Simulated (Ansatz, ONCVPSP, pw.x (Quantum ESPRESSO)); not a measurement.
# silicon (diamond): variants of one ONCV potential in the solid

ONCVPSP 4.0.1.1 (patched build) input, shortened (lines: element, Z, core and valence counts, functional; n l f; lmax; l rc ep ncon nbas qcut; lloc lpopt rc5 dvloc0; l nproj debl; icmod fcfact rcfact), PBE, scalar-relativistic:

```
  Si 14.00    3    2        4      upf
    1    0    2.00
    2    0    2.00
    2    1    6.00
    3    0    2.00
    3    1    2.00
    2
    0    1.70    0.00    4    9    4.70
    1    2.15    0.00    4    9    3.70
    2    2.10    0.26    3    6    4.70
    4    3    1.70    1.00
    0    2    1.20
    1    1    0.80
    2    2    2.00
    2    0.40    0.95
```

Crystal test: diamond Si in pw.x 7.5, no spin, 8³ k-points, Fermi–Dirac smearing 0.01 Ry, cutoffs set for each file from its atomic test. The reference is all-electron LAPW (Ansatz 0.2.0) with the same functional, mesh and smearing; V0 and B0 come from Birch–Murnaghan fits to the pressures at five volumes. Errors are pseudo minus all-electron; Δ is the rms difference of the E(V) curves that follow from these fits, minima aligned, over ±6 % about the mean V0. Mesh and smearing are coarse, so the numbers serve the comparison and aren't converged zero-temperature values; the lattice is a test structure that the element need not adopt.

All-electron: a0 = 5.469 Å (V0 = 20.45 Å³/atom), B0 = 88.5 GPa.

2 further variants are left out: they gave no file fit for a test, a broken result, the same result as the base, or pressures whose basis-set error rivals the error shown.

| change | cutoffs (Ry) | pw.x | a0 (Å) | a0 error (%) | B0 error (%) | Δ (meV/atom) | mean pressure error (GPa) |
| --- | --- | --- | --- | --- | --- | --- | --- |
| base | 50/200 | converged | 5.461 | -0.16 | -0.2 | 1.9 | -0.43 |
| all radii but the core radius scaled by about 0.91 (s 1.56, p 1.96, d 1.92 bohr); local potential polynomial inside 1.56 bohr (lpopt 3, dvloc0 1 Ha) | 50/200 | converged | 5.460 | -0.17 | -0.2 | 2.0 | -0.45 |
| core correction Teter function fitted to the true core (icmod 2), fcfact 0.94 | 50/200 | converged | 5.461 | -0.14 | -0.4 | 1.7 | -0.39 |
| local potential polynomial inside 1.35 bohr (lpopt 1, dvloc0 0 Ha) | 50/200 | converged | 5.458 | -0.21 | -0.0 | 2.5 | -0.56 |
